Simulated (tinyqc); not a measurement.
Extended Hueckel theory, for LiH-, step by step. The parameters take no account of the charge, which enters only through the electron count, and nothing here shows that the anion is bound. Computed by tinyqc, a small Python program that keeps every step (integrals from PySCF). Settings: charge = -1, K = 1.5, multiplicity = 2. Command: `OMP_NUM_THREADS=1 python tinyqc.py 22906 22907 out.jsonl` (the two numbers bound the seeds that draw the settings). One thread of a shared host (Intel(R) Xeon(R) Processor @ 2.60GHz), about 0.01 s of CPU time with the checks.

## Overlaps

Geometry (angstrom):
```
atom         x         y         z
Li    0.000000  0.000000  0.000000
H     0.000000  0.000000  1.543000
```

Parameters chosen for this run:
```
element  shell  Slater exponent   H_ii (eV)
H           1s         1.300000  -13.600000
Li          2s         0.650000   -5.400000
Li          2p         0.650000   -3.500000
```

Slater orbitals, each expanded in six Gaussians scaled to its exponent.

overlap S, order 1Li 2s, 1Li 2px, 1Li 2py, 1Li 2pz, 2H 1s:
```
[[1.000000, 0.000000, 0.000000, 0.000000, 0.369263],
 [0.000000, 1.000000, 0.000000, 0.000000, 0.000000],
 [0.000000, 0.000000, 1.000000, 0.000000, 0.000000],
 [0.000000, 0.000000, 0.000000, 1.000000, 0.486055],
 [0.369263, 0.000000, 0.000000, 0.486055, 1.000000]]
```

## Wolfsberg-Helmholz matrix

diagonal H_ii (eV): [-5.400000, -3.500000, -3.500000, -3.500000, -13.600000]

K = 1.500000

H_ij = K' S_ij (H_ii + H_jj)/2 for i != j (the diagonal keeps H_ii), with K' = 1.5.

H (eV), order 1Li 2s, 1Li 2px, 1Li 2py, 1Li 2pz, 2H 1s:
```
[[-5.400000, 0.000000, 0.000000, 0.000000, -5.262004],
 [0.000000, -3.500000, 0.000000, 0.000000, 0.000000],
 [0.000000, 0.000000, -3.500000, 0.000000, 0.000000],
 [0.000000, 0.000000, 0.000000, -3.500000, -6.233661],
 [-5.262004, 0.000000, 0.000000, -6.233661, -13.600000]]
```

## Orbitals

valence electrons = 3

Solve H C = S C e through S^(-1/2); fill by pairs from the bottom, a degenerate level sharing its electrons equally; each orbital has its largest coefficient positive (the first on a tie).

orbital energies (eV): [-13.621357, -4.804895, -3.500000, -3.500000, 1.210508]

occupations: [2.000000, 1.000000, 0.000000, 0.000000, 0.000000]

coefficients, order 1Li 2s, 1Li 2px, 1Li 2py, 1Li 2pz, 2H 1s:
```
[[0.028436, 0.895332, 0.000000, 0.000000, 0.644133],
 [0.000000, 0.000000, 0.997684, 0.068018, 0.000000],
 [0.000000, 0.000000, -0.068018, 0.997684, 0.000000],
 [-0.038515, -0.456378, 0.000000, 0.000000, 1.080182],
 [1.007107, -0.152769, 0.000000, 0.000000, -0.745849]]
```

sum of one-electron energies = -32.047610 eV

Within a degenerate level the vectors are fixed only up to a rotation; this is one choice.

## Mulliken analysis

P = C n C^T; charge = valence electrons (H 1, Li 1) minus the sum of (P S)_ii on the atom; overlap population = 2 sum P_ij S_ij between two atoms.

charges: [0.018692, -1.018692]

Overlap populations:
```
pair      value
2-1   -0.066353
```
